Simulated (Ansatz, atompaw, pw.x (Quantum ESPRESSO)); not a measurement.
**germanium (Ge) (diamond): variants of one PAW (atompaw) potential in the solid**

atompaw 4.2.0.5 input, output lines left out:

```
Ge 32
GGA-PBE scalarrelativistic loggrid 1500 logderivrange -3 5 201
4 4 3 0 0 0
4 0 1.5
4 1 2.5
0 0 0
c
c
c
v
c
c
v
c
2
2.70 2.05 1.85 2.35
y
0.15
n
y
3.4
n
y
0.15
n
custom rrkj gramschmidtortho sinc
bessel
1.85
2.70
2.70
2.50
2.70
```

Crystal test: diamond Ge in pw.x 7.5, no spin, 8³ k-points, Fermi–Dirac smearing 0.01 Ry, cutoffs set for each file from its atomic test. The reference is all-electron LAPW (Ansatz 0.2.0) with the same functional, mesh and smearing; V0 and B0 come from Birch–Murnaghan fits to the pressures at five volumes. Errors are pseudo minus all-electron; Δ is the rms difference of the E(V) curves that follow from these fits, minima aligned, over ±6 % about the mean V0. Mesh and smearing are coarse, so the numbers serve the comparison and aren't converged zero-temperature values; the lattice is a test structure that the element need not adopt.

All-electron: a0 = 5.765 Å (V0 = 23.95 Å³/atom), B0 = 57.6 GPa.

Base: The largest radius (2.70 bohr) exceeds half the bond length (2.36 bohr), so the spheres overlap, which is one possible source of error among others.

| change | cutoffs (Ry) | pw.x | a0 (Å) | a0 error (%) | B0 error (%) | Δ (meV/atom) | mean pressure error (GPa) |
| --- | --- | --- | --- | --- | --- | --- | --- |
| base | 40/400 | converged | 5.777 | +0.21 | +2.1 | 2.0 | +0.39 |
| all radii scaled by about 0.93 (s 1.72, p 2.50, d 2.50 bohr); local potential bessel scheme, radius 1.72 bohr; augmentation sinc compensation charge, radius 1.90 bohr; PAW radius 2.50 bohr; waves and projectors: custom rrkj gramschmidtortho; core correction smooth core density matched at 2.18 bohr | 40/400 | converged | 5.780 | +0.26 | +1.0 | 2.4 | +0.47 |
| local potential troulliermartins scheme with l = 3 at 0 Ry, radius 1.85 bohr | 40/400 | converged | 5.761 | -0.07 | +4.3 | 0.7 | -0.12 |
| reference 4s2 4p2 | 40/400 | converged | 5.771 | +0.10 | +2.8 | 1.0 | +0.19 |
| core correction smooth core density matched at 1.50 bohr | 40/400 | converged | 5.772 | +0.11 | +2.9 | 1.1 | +0.21 |

Task: Give the row for: local potential bessel scheme, radius 1.12 bohr.

Result: pw.x: converged; mean pressure error (GPa): -0.02; a0 (Å): 5.764; a0 error (%): -0.02; B0 error (%): +3.5; Δ (meV/atom): 0.3.
